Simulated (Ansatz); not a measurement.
Turn this script for Ansatz 0.2.0, Python API into the input file that the command-line program reads.

The script, `opt_ch2cl.py`:
```python
"""Geometry optimisation of CH2Cl."""

import itertools
import warnings

import ansatz as az
from ase import Atoms
from ase.data import atomic_numbers, covalent_radii
import numpy as np

warnings.simplefilter("ignore", az.DeckWarning)

atoms = Atoms(["C", "Cl", "H", "H"], positions=[
    [0.0835, -0.2024, -0.097],
    [-0.3523, 1.2002, 0.8379],
    [-0.6095, -1.0295, 0.0356],
    [0.9338, -0.0285, -0.7967],
])
geometry = az.Crystal.molecule_from_ase(atoms)

calculation = geometry.calculation()
calculation = calculation.basis(gaussian="def2-TZVP").functional("CAM-B3LYP")
calculation = calculation.spin("collinear", total=1)
symbols = [site.symbol for site in geometry.cartesian_sites]
start = np.array([site.position_ang for site in geometry.cartesian_sites], dtype=float)
def progress(event):
    if event["event"] == "relax_step":
        row = event["data"]
        print(f"step {row['step']:3d}  E = {row['lagrangian_ev']:.6f} eV  largest force component {row['allowed_force_max_ev_ang']:.4f} eV/A")


rep = calculation.relax(force_tolerance=0.01, max_steps=100).session().plan().execute(on_event=progress).report
end = np.array(rep["positions_ang"])

print("reference energy %16.6f eV" % rep["reference_energy_ev"])
print("total energy     %16.6f eV" % rep["free_energy_ev"])
print("occupied orbitals outside the frozen core (up, down):", rep["n_occupied"], " frozen:", rep["n_frozen"], " virtual:", rep["n_virtual"])

# pairs closer than 1.2 times the sum of covalent radii, before or after
radius = [covalent_radii[atomic_numbers[s]] for s in symbols]
span = lambda where, i, j: np.linalg.norm(where[i] - where[j])
bonded = [(i, j) for i, j in itertools.combinations(range(len(symbols)), 2) if min(span(start, i, j), span(end, i, j)) < 1.2 * (radius[i] + radius[j])]
print("pair        before    after (A)")
for i, j in bonded:
    print(f"{symbols[i]}{i}-{symbols[j]}{j}".ljust(10), f"{span(start, i, j):8.4f} {span(end, i, j):8.4f}")
for first, second in list(itertools.combinations(bonded, 2)):
    shared = set(first) & set(second)
    if shared and symbols[(j := shared.pop())] != "H":
        i, k = sorted((set(first) | set(second)) - {j})
        u, v = end[i] - end[j], end[k] - end[j]
        angle = np.degrees(np.arccos(np.clip(u @ v / np.linalg.norm(u) / np.linalg.norm(v), -1, 1)))
        print(f"final angle {symbols[i]}{i}-{symbols[j]}{j}-{symbols[k]}{k}: {angle:.2f} deg")
with open("ch2cl_opt.xyz", "w") as handle:
    handle.write(f"{len(symbols)}\nrelaxed CH2Cl\n")
    handle.writelines(f"{s:2s} {x:11.6f} {y:11.6f} {z:11.6f}\n" for s, (x, y, z) in zip(symbols, end))
```

```console
$ python opt_ch2cl.py
step   1  E = -13590.929950 eV  largest force component 1.2318 eV/A
step   2  E = -13590.999969 eV  largest force component 0.7483 eV/A
step   3  E = -13591.017938 eV  largest force component 0.6903 eV/A
step   4  E = -13591.027096 eV  largest force component 0.0169 eV/A
step   5  E = -13591.027108 eV  largest force component 0.0136 eV/A
step   6  E = -13591.027118 eV  largest force component 0.0003 eV/A
reference energy    -13591.027210 eV
total energy        -13591.027210 eV
occupied orbitals outside the frozen core (up, down): [13, 12]  frozen: 0  virtual: [67, 68]
pair        before    after (A)
C0-Cl1       1.7410   1.6888
C0-H2        1.0872   1.0762
C0-H3        1.1148   1.0762
final angle Cl1-C0-H2: 117.98 deg
final angle Cl1-C0-H3: 117.98 deg
final angle H2-C0-H3: 124.05 deg
```

`input.yaml`:
```yaml
crystal:
  periodic: [false, false, false]
  atoms:
    - { symbol: C, position_ang: [0.0835, -0.2024, -0.097] }
    - { symbol: Cl, position_ang: [-0.3523, 1.2002, 0.8379] }
    - { symbol: H, position_ang: [-0.6095, -1.0295, 0.0356] }
    - { symbol: H, position_ang: [0.9338, -0.0285, -0.7967] }
basis:
  gaussian:
    orbitals: def2-TZVP
hamiltonian:
  xc: cam_b3lyp
magnetization:
  spin_polarized: true
  initial_magnetization: 1.0
relax:
  f_tol: 0.01
  max_steps: 100
```

Total energies depend on the basis set; only differences at equal settings carry meaning. The end point is the stationary point reached from this start; no frequency run checks that it is a minimum, and the basis set is modest. The species is open-shell (spin multiplicity 2). The whole script took 26 s on 1 thread of Arm Neoverse N1, with other jobs on the host, peak memory 0.22 GiB.

(Lines on the test bed's own set-up are left out of the output.)
